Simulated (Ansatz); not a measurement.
in.yaml

```yaml
crystal:
  periodic: [false, false, false]
  atoms:
    - {symbol: Ga, position_ang: [0.000000, 0.059000, 1.689129]}
    - {symbol: Ge, position_ang: [0.000000, -0.179971, -1.064042]}
    - {symbol: O, position_ang: [0.000000, 0.478168, -2.555792]}
    - {symbol: H, position_ang: [0.000000, 1.298760, 0.408782]}
basis:
  gaussian: {orbitals: cc-pVDZ}
magnetization: {spin_polarized: true, initial_magnetization: 0}
correlation: {method: ccsdt_q, electrons: outside_noble_gas}
```

```sh
$ ansatz run in.yaml --threads 1 --pin off --events-out ev --progress --plain --max-ram 2393MiB
```

Output:

```
1434 factors; integrals over basis functions are off by at most 1.8e-7 eV
mean field evaluation 1: about -110851.6751 eV, gradient 3.5e1 eV
mean field evaluation 2: about -110851.6820 eV, gradient 3.5e1 eV
mean field evaluation 4: about -110857.4576 eV, gradient 2.7e0 eV
mean field evaluation 8: about -110857.5510 eV, gradient 2.4e-3 eV
mean field evaluation 16: about -110857.5419 eV, gradient 1.8e-1 eV
mean field evaluation 32: about -110855.1092 eV, gradient 6.0e0 eV
mean field evaluation 64: about -110855.9808 eV, gradient 4.2e-2 eV
mean field evaluation 96: about -110856.7637 eV, gradient 2.1e0 eV
mean field evaluation 128: about -110857.5532 eV, gradient 2.3e-1 eV
mean field evaluation 160: about -110857.4351 eV, gradient 1.7e0 eV
...
cycle  11  -10.22132031 eV  change   -4.2e-4 eV  update   3.2e-4
cycle  12  -10.22110591 eV  change    2.1e-4 eV  update   1.7e-4
cycle  13  -10.22103655 eV  change    6.9e-5 eV  update   8.7e-5
cycle  14  -10.22099430 eV  change    4.2e-5 eV  update   4.5e-5
cycle  15  -10.22095130 eV  change    4.3e-5 eV  update   2.5e-5
cycle  16  -10.22094822 eV  change    3.1e-6 eV  update   1.1e-5
cycle  17  -10.22094180 eV  change    6.4e-6 eV  update   6.1e-6
cycle  18  -10.22094168 eV  change    1.2e-7 eV  update   3.8e-6
cycle  19  -10.22094094 eV  change    7.4e-7 eV  update   2.2e-6
cycle  20  -10.22094087 eV  change    7.2e-8 eV  update   1.2e-6
perturbative correction -0.06840314 eV, -0.0025137689 hartree
Total energy: -110867.84037434 eV, -4074.3179848358 hartree
```

Ran on 1 thread of Arm Neoverse N1, shared host: 5.5 min wall, 0.71 GiB peak host memory.
